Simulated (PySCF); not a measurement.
# Al: electron affinity

Al⁻ [Ne] 3s2 3p2 (3P) → Al [Ne] 3s2 3p1 (2P), as a difference of total energies. Calculation: PySCF 2.14, in def2-QZVPPD (10s6p5d2f1g, 76 functions); no relativity, point nucleus. Correlated levels: valence: [Ne] frozen; valence and next inner shell: 1s2 frozen. The calculations carry no spin-orbit coupling.

```tsv
method	electron affinity (eV)
UHF	-0.067
LDA	0.487
PBE	0.432
PBE0	0.422
r2SCAN	0.503
B3LYP	0.316
wB97X-V	0.201
wB97X	0.205
BHandHLYP	0.157
MP2 (valence)	0.282
SCS-MP2 (valence)	0.192
MP2 (valence and next inner shell)	0.263
SCS-MP2 (valence and next inner shell)	0.177
```

Errors of the correlated levels include the incompleteness of this basis and the frozen core.

A negative affinity means that the anion lies above the atom at that level of theory.

In the anion the highest occupied orbital energy is positive at LDA, PBE, PBE0, r2SCAN, B3LYP, BHandHLYP, a self-interaction effect; the basis confines that electron, and the energy difference can still be sensible.

For comparison: 0.433 eV (measured; photodetachment measurements, as compiled on the Wikipedia data page of electron affinities).
